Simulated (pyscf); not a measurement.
Atom transfer: Cl–Ga(Cl)–SeH + H atom (H•) → [Cl–Ga–SeH]• + hydrogen chloride (HCl)

Gas phase, doublet surface, charge 0. Bonds broken: Ga2–Cl3. Bonds formed: Cl3–H6. Optimised with ωB97X-D3(BJ)/def2-SVP in PySCF.

Transition state (Å):

```xyz
6

Se    -0.5763    -0.4830     2.4117
Ga    -1.7635    -0.1385     0.4658
Cl    -0.7429     0.3191    -1.5719
Cl    -3.9041    -0.2410     0.5223
H      0.6962    -0.2869     1.7081
H     -0.0989     0.6340    -2.9865
```

One imaginary mode, 1126i cm⁻¹; descent along it reached the two sides named, in the forms told below.

```
bond     change  reactant side (Å)  saddle  product side
-------  ------  -----------------  ------  ------------
Ga2–Cl3  breaks              2.130   2.325           3.0
Cl3–H6    forms                3.6   1.586         1.293
```

Electronic energies relative to the separated reactants (kcal/mol):

```
level                   barrier  reaction energy  reverse barrier
----------------------  -------  ---------------  ---------------
ωB97X-D3(BJ)/def2-TZVP     16.0             -2.8             18.8
PBE/def2-TZVP               3.0             -9.2             12.2
r²SCAN/def2-TZVP            5.6             -6.9             12.5
B3LYP-D3(BJ)/def2-TZVP      5.6            -10.3             15.9
PBE0-D3(BJ)/def2-TZVP       8.6             -5.8             14.4
M06-2X/def2-TZVP           13.8             -5.2             19.0
ωB97M-D3(BJ)/def2-TZVP     13.5             -7.6             21.1
HF/def2-TZVP               29.5             -0.6             30.1
```

With ωB97M-D3(BJ)/def2-TZVP energies and thermal terms (ideal gas, 1 atm, RRHO with modes under 100 cm⁻¹ raised to 100, one conformer, R ln 2 for chiral ones without a mode under 150 cm⁻¹), in kcal/mol:

| T (K) | ΔH‡ | ΔG‡ | ΔH | ΔG |
|---|---|---|---|---|
| 298 | 13.3 | 19.7 | -4.8 | -7.7 |
| 600 | 12.9 | 26.3 | -5.8 | -10.3 |
| 900 | 12.6 | 33.0 | -6.9 | -12.3 |
| 1200 | 12.3 | 39.9 | -7.9 | -14.0 |

On the product side the descent ends in a complex, 5.9 kcal/mol under the separated species and 24.7 kcal/mol under the saddle at ωB97X-D3(BJ)/def2-TZVP. The same reactants have a lower exit, to H₂Se + [Cl–Ga–Cl]• (barrier +3.4 kcal/mol at ωB97M-D3(BJ)/def2-TZVP, against +13.5 kcal/mol here). This is the saddle that the search found; another between the same sides may lie lower. The angle at the transferred Cl is 178°. Elements up to Kr have no core potential and no relativistic terms here.
